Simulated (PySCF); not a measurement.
**Electric properties by functional and basis**

Compound: cyclopropenethione, C3H2S.
SMILES: `S=c1cc1`

PySCF, dipoles from the SCF density, polarisabilities from static response with core orbitals frozen. Geometry: PBE0-D3(BJ)/def2-SVP; no solvent, vibrations or thermal averaging.

**Question.** How do dipole and polarisability depend on functional and basis here?

**Answer.** 

```
              level  μ (D)  α (au)  anisotropy (au)
      LDA/def2-SVPD  4.479   56.94            38.75
      PBE/def2-SVPD  4.511   56.90            38.88
    B3LYP/def2-SVPD  4.713   56.26            38.31
     PBE0/def2-SVPD  4.779   55.43            37.67
BHandHLYP/def2-SVPD  5.031   55.03            37.25
CAM-B3LYP/def2-SVPD  4.861   55.55            37.83
  wB97X-D/def2-SVPD  4.915   55.28            37.27
  LC-wPBE/def2-SVPD  4.981   54.11            37.20
       HF/def2-SVPD  5.621   54.37            35.58
        PBE0/6-31G*  4.817   42.76            44.48
      PBE0/def2-SVP  4.422   42.76            41.15
       PBE0/6-31+G*  4.807   50.70            45.32
   PBE0/aug-cc-pVDZ  4.778   55.83            39.74
     PBE0/def2-TZVP  4.644   50.32            42.63
    PBE0/def2-TZVPD  4.717   56.66            38.62
   PBE0/aug-cc-pVTZ  4.737   56.74            38.75
```

The anisotropy is √(½[(α1 − α2)² + (α2 − α3)² + (α3 − α1)²]). The dipole runs from 4.42 D (PBE0/def2-SVP) to 5.62 D (HF/def2-SVPD). No reference polarisability is at hand; against PBE0 in the largest diffuse basis at hand (aug-cc-pVTZ) the other PBE0 rows deviate by 6-31G* -25%, def2-SVP -25%, 6-31+G* -11%, def2-SVPD -2%, aug-cc-pVDZ -2%, def2-TZVP -11%, def2-TZVPD 0%. In one basis (def2-SVPD) the functionals order the polarisability from LC-wPBE (lowest) to LDA (highest), a spread of 5%. With PBE0 the polarisability is 45.28 au without diffuse functions (mean of 6-31G*, def2-SVP and def2-TZVP) and 55.07 au with them (mean of 6-31+G*, def2-SVPD, aug-cc-pVDZ, def2-TZVPD and aug-cc-pVTZ).
